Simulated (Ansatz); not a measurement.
# Bulk modulus B0 of some elemental metals

Method: PBE (plane waves, PAW; Ansatz, a program for electronic structure). References are measured values corrected to a static lattice or taken at low temperature (these still hold zero-point motion). The table is a random draw of 8 from 35 solids with such references.

Values in GPa.

```json
[
 {"solid": "hcp Tc", "reference": "303", "PBE": "300", "error (%)": "-1.0"},
 {"solid": "fcc Rh", "reference": "271 (271–289)", "PBE": "?", "error (%)": "?"},
 {"solid": "fcc Cu", "reference": "144", "PBE": "141", "error (%)": "-2.1"},
 {"solid": "fcc Sr", "reference": "12.5", "PBE": "11.6", "error (%)": "-7.2"},
 {"solid": "fcc Ag", "reference": "110 (104–111)", "PBE": "91.5", "error (%)": "-16.8"},
 {"solid": "bcc K", "reference": "3.75", "PBE": "3.58", "error (%)": "-4.5"},
 {"solid": "hcp Hf", "reference": "110", "PBE": "107", "error (%)": "-2.7"},
 {"solid": "bcc Na", "reference": "7.9", "PBE": "7.77", "error (%)": "-1.6"}
]
```

Estimate the withheld PBE value.

The errors of the other rows run from -16.8 % to -1.0 %, with a median of -2.7 %; carried to the reference 271 it gives 264 GPa. The run gives 257 GPa (-5.2 %); the row was picked among those where that median comes within half of the row's own error. Over these 8 solids the mean error is -5.1 %, the mean absolute error 5.1 % (median 3.6 %), and the worst case fcc Ag at -16.8 %; the value is too low in 8 of 8 cases. Over all 35 the mean error is -5.9 % and the mean absolute error 8.4 % (median 5.3 %).

All these references are brought to a static lattice.

Spin–orbit coupling is left out, also for the solids with elements from indium on (hcp Hf); its size isn't shown.

Brackets give the range of our sources, which can hold other temperatures.

Differences are worked out from the printed values.

Each level is taken at its own relaxed cell. Ansatz's density-functional and Hartree–Fock values are scalar-relativistic unless marked +SOC, with PAW data made under PBE.

Ansatz's runs of these crystals have no spin polarisation.

Not in this set, of the elemental metals with a reference value in our tables and a result at some level: 6 for sources at odds (hcp Be, fcc Ca, antiferromagnetic bcc Cr, bcc Rb, hcp Sc and 1 more); 3 for a reference at room or unstated temperature (double-hcp La, hcp Lu, white tin (β-Sn)). These can be a level's worst cases. Values held back for tests aren't counted. Layered and molecular crystals are counted apart. The metals Ce to Yb are counted apart.

References as tabulated in Levämäki et al. (2014), arXiv:1402.3671; doi:10.1021/acs.jctc.3c00612; Mejia-Rodriguez and Trickey (2018), arXiv:1807.09216.
